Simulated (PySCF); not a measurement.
Process, species as SMILES: ClCl (Cl2) + [H][H] (H2) → 2 Cl (HCl)
B3LYP-D3(BJ)/def2-TZVP geometries, fixed; electronic energies without zero-point terms.
Largest species:
```xyz
2

Cl     0.0000     0.0000    -1.0068
Cl     0.0000     0.0000     1.0068
```
Charge 0, spin multiplicity 1.

Effect of the atomic grid (radial, angular points) at r2SCAN/def2-TZVP with PySCF, against the last row, where the energy of full hydrogenation is -44.27 kcal/mol.

```json
[
 {"setting": "atom_grid: 30, 110, unpruned", "grid points, largest species": "6600", "largest shift of a total energy (mEh)": "-3.781", "shift of the energy of full hydrogenation (kcal/mol)": "-0.481"},
 {"setting": "atom_grid: 50, 194, unpruned", "grid points, largest species": "19400", "largest shift of a total energy (mEh)": "1.746", "shift of the energy of full hydrogenation (kcal/mol)": "0.108"},
 {"setting": "atom_grid: 75, 302, unpruned", "grid points, largest species": "45304", "largest shift of a total energy (mEh)": "0.043", "shift of the energy of full hydrogenation (kcal/mol)": "-0.009"},
 {"setting": "atom_grid: 99, 590, unpruned", "grid points, largest species": "116824", "largest shift of a total energy (mEh)": "0.013", "shift of the energy of full hydrogenation (kcal/mol)": "0.010"},
 {"setting": "atom_grid: 150, 974, unpruned", "grid points, largest species": "292200", "largest shift of a total energy (mEh)": "0.000", "shift of the energy of full hydrogenation (kcal/mol)": "0.000"}
]
```

Within 0.3 kcal/mol in the energy of full hydrogenation: atom_grid: 50, 194, unpruned; atom_grid: 75, 302, unpruned; atom_grid: 99, 590, unpruned. The largest shift is 3.781 mEh in a total energy and 0.481 kcal/mol in the difference.
